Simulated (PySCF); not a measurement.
Compound: BH7P2.
Z-matrix (Å and degrees, PBE0-D3(BJ)/def2-SVP geometry), rows numbered from 1:
```
P 
B   1  1.9812
P   2  1.9278  1  105.44
H   1  1.4265  2   95.63  3   172.87
H   1  1.4299  2   98.72  3   -92.38
H   2  1.2185  1  118.61  3   116.99
H   2  1.2216  1  110.22  3  -109.06
H   3  1.4172  2  117.88  1  -178.38
H   3  1.4171  2  117.99  1    61.19
H   3  1.4155  2  116.51  1   -58.08
```

Computed, not measured: PBE0-D3(BJ)/def2-SVP geometry optimisation, gas phase in PySCF.

Masses are those of the commonest isotopes; rigid-rotor values at the optimised geometry. The values belong to one conformer with, in the numbering `[PH2:1][BH2-:2][PH3+:3]`, H–P1–B2–P3 173° and -92°.

(1) Give the principal moments of inertia and the rotational constants in MHz.

(2) Classify the top.

(3) What does the inertial defect say?

(4) Where do the levels up to J = 4 lie, in cm⁻¹?

(5) Which lines would a microwave search look for?

## Answers

(1) Ia = 28.29, Ib = 179.70, Ic = 195.08 u·Å²; 505379 MHz·u·Å²/I gives A = 17866, B = 2812, C = 2591 MHz.

(2) A near-prolate asymmetric top; Ray's κ = -0.971.

(3) Not planar: Δ = Ic − Ia − Ib = -12.90 u·Å². For a rigid frame Δ = −2 Σ m c², so Σ m c² = 6.45 u·Å² lies off the ab plane: 6.39 from hydrogen and 0.06 from heavier atoms. The atom farthest from that plane is 1.36 Å away.

(4) Above 0(0,0):
J = 1: 1(0,1) 0.1802, 1(1,1) 0.6824, 1(1,0) 0.6898
J = 2: 2(0,2) 0.5406, 2(1,2) 1.0354, 2(1,1) 1.0576, 2(2,1) 2.5641, 2(2,0) 2.5641
J = 3: 3(0,3) 1.0809, 3(1,3) 1.5649, 3(1,2) 1.6093, 3(2,2) 3.1047, 3(2,1) 3.1051, 3(3,1) 5.6340, 3(3,0) 5.6340
J = 4: 4(0,4) 1.8010, 4(1,4) 2.2709, 4(1,3) 2.3449, 4(2,3) 3.8256, 4(2,2) 3.8268, 4(3,2) 6.3551, 4(3,1) 6.3551, 4(4,1) 9.8958, 4(4,0) 9.8958

(5) The dipole components are |μa| = 4.20 D, |μb| = 1.31 D, |μc| = 0.35 D. The squared components, which scale the intensities, stand as 1.00 : 0.10 : 0.01 (a : b : c). Some lines, for components of 0.1 D or more:

```tsv
type	branch	J(Ka,Kc)	MHz	lower level (cm⁻¹)
a	Q	2(1,1) ← 2(1,2)	665	1.035
a	R	2(0,2) ← 1(0,1)	10804	0.180
a	R	4(1,4) ← 3(1,3)	21164	1.565
c	Q	2(2,1) ← 2(1,1)	45162	1.058
b	Q	2(2,1) ← 2(1,2)	45827	1.035
b	R	2(2,0) ← 1(1,1)	56414	0.682
c	R	3(2,2) ← 2(1,2)	62036	1.035
c	R	4(3,1) ← 3(2,1)	97431	3.105
b	R	4(4,1) ← 3(3,0)	127766	5.634
c	R	4(4,0) ← 3(3,0)	127766	5.634
```

No PBE0-D3(BJ)/def2-SVP frequencies stand behind this structure, so it isn't proved a minimum. Constants of a rigid frame at the computed geometry: no zero-point averaging, no centrifugal distortion. A rigid rotor knows nothing of internal rotation, which can split or shift real lines. Quadrupole hyperfine structure (11B) is left out.
